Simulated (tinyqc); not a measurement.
Worked calculation: CIS on RHF in the sto-3g basis, for HF, spin multiplicity 1. Computed by tinyqc, a small Python program that keeps every step (integrals from PySCF). Settings: charge = 0, multiplicity = 1, basis = sto-3g, method = RHF, energy threshold = 1e-10, iteration cap = 62, orthogonalisation = canonical, start = Wolfsberg-Helmholz matrix, DIIS depth = 6. Command: `OMP_NUM_THREADS=1 python tinyqc.py 29431 29432 out.jsonl` (the two numbers bound the seeds that draw the settings). One thread of a shared host (Intel(R) Xeon(R) Processor @ 2.60GHz), about 0.06 s of CPU time with the checks. The early iterations of the SCF are left out here.

## One-electron integrals

Geometry (angstrom):
```
atom       x       y       z
F     0.0000  0.0000  0.0000
H     0.0000  0.0000  0.8870
```

Basis sto-3g: exponents (1/bohr^2) and contraction coefficients of normalised primitives:
```
element  l (shell)  exponent  coefficient
F            s (1)  166.6791       0.1543
F            s (1)   30.3608       0.5353
F            s (1)    8.2168       0.4446
F            s (2)    6.4648      -0.1000
F            s (2)    1.5023       0.3995
F            s (2)    0.4886       0.7001
F            p (3)    6.4648       0.1559
F            p (3)    1.5023       0.6077
F            p (3)    0.4886       0.3920
H            s (1)    3.4253       0.1543
H            s (1)    0.6239       0.5353
H            s (1)    0.1689       0.4446
```

Overlap, kinetic and nuclear-attraction integrals over the contracted functions; the nuclear repulsion is the sum of Za Zb / Rab.

nuclear repulsion = 5.369329 hartree

overlap S:
```
         1F 1s   1F 2s  1F 2px  1F 2py  1F 2pz   2H 1s
1F 1s   1.0000  0.2380  0.0000  0.0000  0.0000  0.0531
1F 2s   0.2380  1.0000  0.0000  0.0000  0.0000  0.4692
1F 2px  0.0000  0.0000  1.0000  0.0000  0.0000  0.0000
1F 2py  0.0000  0.0000  0.0000  1.0000  0.0000  0.0000
1F 2pz  0.0000  0.0000  0.0000  0.0000  1.0000  0.3594
2H 1s   0.0531  0.4692  0.0000  0.0000  0.3594  1.0000
```

kinetic energy T (hartree):
```
          1F 1s    1F 2s  1F 2px  1F 2py  1F 2pz   2H 1s
1F 1s   36.9846  -0.2129  0.0000  0.0000  0.0000  0.0027
1F 2s   -0.2129   1.0380  0.0000  0.0000  0.0000  0.1454
1F 2px   0.0000   0.0000  3.2480  0.0000  0.0000  0.0000
1F 2py   0.0000   0.0000  0.0000  3.2480  0.0000  0.0000
1F 2pz   0.0000   0.0000  0.0000  0.0000  3.2480  0.2991
2H 1s    0.0027   0.1454  0.0000  0.0000  0.2991  0.7600
```

nuclear attraction V (hartree):
```
           1F 1s     1F 2s    1F 2px    1F 2py    1F 2pz    2H 1s
1F 1s   -77.6062   -9.3188    0.0000    0.0000   -0.0161  -2.1463
1F 2s    -9.3188  -12.1320    0.0000    0.0000   -0.1906  -4.4628
1F 2px    0.0000    0.0000  -11.9969    0.0000    0.0000   0.0000
1F 2py    0.0000    0.0000    0.0000  -11.9969    0.0000   0.0000
1F 2pz   -0.0161   -0.1906    0.0000    0.0000  -12.1236  -3.0501
2H 1s    -2.1463   -4.4628    0.0000    0.0000   -3.0501  -6.3389
```

core Hamiltonian H = T + V (hartree):
```
           1F 1s     1F 2s   1F 2px   1F 2py   1F 2pz    2H 1s
1F 1s   -40.6216   -9.5316   0.0000   0.0000  -0.0161  -2.1437
1F 2s    -9.5316  -11.0940   0.0000   0.0000  -0.1906  -4.3174
1F 2px    0.0000    0.0000  -8.7489   0.0000   0.0000   0.0000
1F 2py    0.0000    0.0000   0.0000  -8.7489   0.0000   0.0000
1F 2pz   -0.0161   -0.1906   0.0000   0.0000  -8.8755  -2.7510
2H 1s    -2.1437   -4.3174   0.0000   0.0000  -2.7510  -5.5788
```

## Two-electron integrals

Functions are numbered as in S; the eight-fold symmetry (ij|kl) = (ji|kl) = (kl|ij) leaves the list below.

Two-electron integrals (ij|kl) in chemists' order, unique and non-zero (hartree):
```
(11|11) 5.4035   (21|11) 0.8419   (21|21) 0.1563   (22|11) 1.2680
(22|21) 0.2923   (22|22) 0.9262   (31|31) 0.0280   (32|31) 0.0432
(32|32) 0.2046   (33|11) 1.2645   (33|21) 0.2924   (33|22) 0.9260
(33|33) 0.9975   (41|41) 0.0280   (42|41) 0.0432   (42|42) 0.2046
(43|43) 0.0538   (44|11) 1.2645   (44|21) 0.2924   (44|22) 0.9260
(44|33) 0.8900   (44|44) 0.9975   (51|51) 0.0280   (52|51) 0.0432
(52|52) 0.2046   (53|53) 0.0538   (54|54) 0.0538   (55|11) 1.2645
(55|21) 0.2924   (55|22) 0.9260   (55|33) 0.8900   (55|44) 0.8900
(55|55) 0.9975   (61|11) 0.1913   (61|21) 0.0352   (61|22) 0.0652
(61|33) 0.0652   (61|44) 0.0652   (61|51) 0.0014   (61|52) 0.0027
(61|55) 0.0654   (61|61) 0.0080   (62|11) 0.4472   (62|21) 0.1043
(62|22) 0.3645   (62|33) 0.3594   (62|44) 0.3594   (62|51) 0.0070
(62|52) 0.0531   (62|55) 0.3743   (62|61) 0.0238   (62|62) 0.1712
(63|31) 0.0114   (63|32) 0.0656   (63|53) 0.0114   (63|63) 0.0264
(64|41) 0.0114   (64|42) 0.0656   (64|54) 0.0114   (64|64) 0.0264
(65|11) 0.2876   (65|21) 0.0680   (65|22) 0.2546   (65|33) 0.2434
(65|44) 0.2434   (65|51) 0.0154   (65|52) 0.1013   (65|55) 0.2767
(65|61) 0.0162   (65|62) 0.1465   (65|65) 0.1510   (66|11) 0.5672
(66|21) 0.1345   (66|22) 0.5386   (66|33) 0.5196   (66|44) 0.5196
(66|51) 0.0124   (66|52) 0.1279   (66|55) 0.5760   (66|61) 0.0309
(66|62) 0.3115   (66|65) 0.3097   (66|66) 0.7746
```

## Orthogonalisation

S = U s U^T; canonical form X = U s^(-1/2), so that X^T S X = 1. Each column of U has its largest component positive (the first on a tie).

eigenvalues of S: 0.3921  0.8459  1.0000  1.0000  1.1220  1.6399

X:
```
              1        2        3       4        5       6
1F 1s    0.2749   0.7721   0.0000  0.0000  -0.5904  0.2139
1F 2s   -0.9439  -0.4452   0.0000  0.0000  -0.3493  0.4594
1F 2px   0.0000   0.0000  -0.3408  0.9401   0.0000  0.0000
1F 2py   0.0000   0.0000   0.9401  0.3408   0.0000  0.0000
1F 2pz  -0.6405   0.5724   0.0000  0.0000   0.6142  0.2909
2H 1s    1.0833  -0.2454   0.0000  0.0000   0.2086  0.5180
```

Within a degenerate level the vectors are fixed only up to a rotation; this is one choice.

## Iteration 7 (converged): orbitals

converged F (hartree):
```
           1F 1s    1F 2s   1F 2px   1F 2py   1F 2pz    2H 1s
1F 1s   -25.8875  -6.6229   0.0000   0.0000  -0.0256  -1.4999
1F 2s    -6.6229  -3.0531   0.0000   0.0000  -0.1133  -1.2158
1F 2px    0.0000   0.0000  -0.4653   0.0000   0.0000   0.0000
1F 2py    0.0000   0.0000   0.0000  -0.4653   0.0000   0.0000
1F 2pz   -0.0256  -0.1133   0.0000   0.0000  -0.3859  -0.5970
2H 1s    -1.4999  -1.2158   0.0000   0.0000  -0.5970  -0.6489
```

Diagonalise F' = X^T F X, C = X C', fill 5 alpha and 5 beta electrons from the bottom; D = 2 C_occ C_occ^T. Each column has its largest component positive (the first on a tie).

F' = X^T F X (hartree):
```
         1         2        3        4         5        6
1   0.1343   -2.1014   0.0000   0.0000    1.4266  -0.4855
2  -2.1014  -11.1456   0.0000   0.0000   10.8874  -5.6130
3   0.0000    0.0000  -0.4653   0.0000    0.0000   0.0000
4   0.0000    0.0000   0.0000  -0.4653    0.0000   0.0000
5   1.4266   10.8874   0.0000   0.0000  -11.8394   6.1600
6  -0.4855   -5.6130   0.0000   0.0000    6.1600  -4.4611
```

orbital energies (hartree): MO1 -25.8974, MO2 -1.4813, MO3 -0.5939, MO4 -0.4653, MO5 -0.4653, MO6 0.6610

coefficients C:
```
            MO1      MO2      MO3      MO4     MO5      MO6
1F 1s    0.9947  -0.2480   0.0858   0.0000  0.0000   0.0883
1F 2s    0.0230   0.9275  -0.4533   0.0000  0.0000  -0.5966
1F 2px   0.0000   0.0000   0.0000  -0.6216  0.7833   0.0000
1F 2py   0.0000   0.0000   0.0000   0.7833  0.6216   0.0000
1F 2pz   0.0032   0.0999   0.7058   0.0000  0.0000  -0.8315
2H 1s   -0.0062   0.1646   0.5109   0.0000  0.0000   1.1214
```

D after iteration 7:
```
          1F 1s    1F 2s  1F 2px  1F 2py   1F 2pz    2H 1s
1F 1s    2.1164  -0.4920  0.0000  0.0000   0.0780  -0.0062
1F 2s   -0.4920   2.1323  0.0000  0.0000  -0.4545  -0.1581
1F 2px   0.0000   0.0000  2.0000  0.0000   0.0000   0.0000
1F 2py   0.0000   0.0000  0.0000  2.0000   0.0000   0.0000
1F 2pz   0.0780  -0.4545  0.0000  0.0000   1.0164   0.7540
2H 1s   -0.0062  -0.1581  0.0000  0.0000   0.7540   0.5762
```

Within a degenerate level the vectors are fixed only up to a rotation; this is one choice.

## Convergence

Stop when the energy changes by less than 1e-10 hartree and every element of the error matrix X^T (F D S - S D F) X is below 3e-06.

Course of the cycle:
```
iteration  E (hartree)     change  largest element of the error matrix
1           -98.319713          -                             8.35e-01
2           -98.545575  -2.26e-01                             1.69e-01
3           -98.565698  -2.01e-02                             1.95e-02
4           -98.565885  -1.87e-04                             1.80e-03
5           -98.565886  -1.48e-06                             7.48e-05
6           -98.565886  -4.26e-09                             4.28e-06
7           -98.565886  -1.45e-11                             1.07e-09
```

PySCF RHF in the same basis = -98.565886 hartree

Converged in 7 iterations.

## Integrals over molecular orbitals

(pq|rs) = sum C_ip C_jq C_kr C_ls (ij|kl), one index at a time.

one-electron integrals over orbitals h = C^T H C (hartree):
```
          1        2        3        4        5        6
1  -40.6031   0.6985  -0.2319   0.0000   0.0000  -0.2415
2    0.6985  -9.1641   0.5481   0.0000   0.0000   1.2668
3   -0.2319   0.5481  -7.7671   0.0000   0.0000   1.7820
4    0.0000   0.0000   0.0000  -8.7489   0.0000   0.0000
5    0.0000   0.0000   0.0000   0.0000  -8.7489   0.0000
6   -0.2415   1.2668   1.7820   0.0000   0.0000  -6.1175
```

Two-electron integrals over orbitals (pq|rs), unique and non-zero (hartree):
```
(11|11) 5.3619    (21|11) -0.5002   (21|21) 0.0740    (22|11) 1.1933
(22|21) -0.0188   (22|22) 0.8575    (31|11) 0.1728    (31|21) -0.0231
(31|22) 0.0150    (31|31) 0.0247    (32|11) -0.1441   (32|21) 0.0094
(32|22) -0.0090   (32|31) 0.0210    (32|32) 0.1585    (33|11) 1.0295
(33|21) -0.0120   (33|22) 0.7639    (33|31) -0.0065   (33|32) -0.0577
(33|33) 0.7900    (41|41) 0.0296    (42|41) 0.0388    (42|42) 0.1786
(43|41) -0.0124   (43|42) -0.0455   (43|43) 0.0514    (44|11) 1.2640
(44|21) -0.0143   (44|22) 0.8751    (44|31) 0.0050    (44|32) -0.0768
(44|33) 0.7706    (44|44) 0.9975    (51|51) 0.0296    (52|51) 0.0388
(52|52) 0.1786    (53|51) -0.0124   (53|52) -0.0455   (53|53) 0.0514
(54|54) 0.0538    (55|11) 1.2640    (55|21) -0.0143   (55|22) 0.8751
(55|31) 0.0050    (55|32) -0.0768   (55|33) 0.7706    (55|44) 0.8900
(55|55) 0.9975    (61|11) 0.1798    (61|21) -0.0292   (61|22) -0.0007
(61|31) -0.0075   (61|32) -0.0253   (61|33) 0.0143    (61|44) 0.0049
(61|55) 0.0049    (61|61) 0.0273    (62|11) -0.2630   (62|21) 0.0055
(62|22) -0.1363   (62|31) -0.0203   (62|32) -0.0385   (62|33) -0.0441
(62|44) -0.1356   (62|55) -0.1356   (62|61) 0.0147    (62|62) 0.0992
(63|11) -0.3410   (63|21) 0.0061    (63|22) -0.1501   (63|31) 0.0024
(63|32) 0.0933    (63|33) -0.1301   (63|44) -0.1851   (63|55) -0.1851
(63|61) -0.0066   (63|62) 0.0599    (63|63) 0.1640    (64|41) -0.0115
(64|42) -0.0449   (64|43) -0.0124   (64|64) 0.0321    (65|51) -0.0115
(65|52) -0.0449   (65|53) -0.0124   (65|65) 0.0321    (66|11) 0.8952
(66|21) -0.0088   (66|22) 0.6911    (66|31) 0.0172    (66|32) 0.0755
(66|33) 0.6695    (66|44) 0.6554    (66|55) 0.6554    (66|61) -0.0100
(66|62) -0.0687   (66|63) -0.0122   (66|66) 0.7181
```

## CIS matrix, singlets

A(ia,jb) = (e_a - e_i) d_ij d_ab + 2 (ia|jb) - (ij|ab).

CIS matrix A, singlet (hartree):
```
         1>6     2>6      3>6     4>6     5>6
1>6  25.7179  0.0383  -0.0304  0.0000  0.0000
2>6   0.0383  1.6496   0.0442  0.0000  0.0000
3>6  -0.0304  0.0442   0.9134  0.0000  0.0000
4>6   0.0000  0.0000   0.0000  0.5351  0.0000
5>6   0.0000  0.0000   0.0000  0.0000  0.5351
```

## CIS singlet states

dipole integrals <i|r|a> (bohr):
```
           x        y        z
1>6   0.0000   0.0000  -0.0440
2>6   0.0000   0.0000   0.1196
3>6   0.0000   0.0000   0.8829
4>6   0.0101  -0.0128   0.0000
5>6  -0.0128  -0.0101   0.0000
```

Diagonalise A (1 hartree = 27.211386 eV); each vector has its largest component positive (the first on a tie). The transition dipole is mu = sqrt2 sum c_ia <i|r|a>.

singlet excitation energies (eV): 14.5595  14.5595  24.7820  44.9588  699.8223

lowest vectors:
```
     state 1  state 2  state 3  state 4  state 5
1>6   0.0000   0.0000   0.0013  -0.0015   1.0000
2>6   0.0000   0.0000  -0.0598   0.9982   0.0016
3>6   0.0000   0.0000   0.9982   0.0598  -0.0012
4>6  -0.2107   0.9776   0.0000   0.0000   0.0000
5>6   0.9776   0.2107   0.0000   0.0000   0.0000
```

oscillator strengths 2/3 w |mu|^2: 0.0002  0.0002  0.9277  0.0654  0.0691

Within a degenerate level the vectors are fixed only up to a rotation; this is one choice.

## CIS matrix, triplets

A(ia,jb) = (e_a - e_i) d_ij d_ab - (ij|ab).

CIS matrix A, triplet (hartree):
```
         1>6      2>6      3>6     4>6     5>6
1>6  25.6632   0.0088  -0.0172  0.0000  0.0000
2>6   0.0088   1.4511  -0.0755  0.0000  0.0000
3>6  -0.0172  -0.0755   0.5854  0.0000  0.0000
4>6   0.0000   0.0000   0.0000  0.4709  0.0000
5>6   0.0000   0.0000   0.0000  0.0000  0.4709
```

## CIS triplet states

Diagonalise A (1 hartree = 27.211386 eV); each vector has its largest component positive (the first on a tie).

triplet excitation energies (eV): 12.8128  12.8128  15.7522  39.6650  698.3330

lowest vectors:
```
     state 1  state 2  state 3  state 4  state 5
1>6   0.0000   0.0000   0.0007  -0.0004   1.0000
2>6   0.0000   0.0000   0.0862   0.9963   0.0004
3>6   0.0000   0.0000   0.9963  -0.0862  -0.0007
4>6  -0.3074   0.9516   0.0000   0.0000   0.0000
5>6   0.9516   0.3074   0.0000   0.0000   0.0000
```

Within a degenerate level the vectors are fixed only up to a rotation; this is one choice.
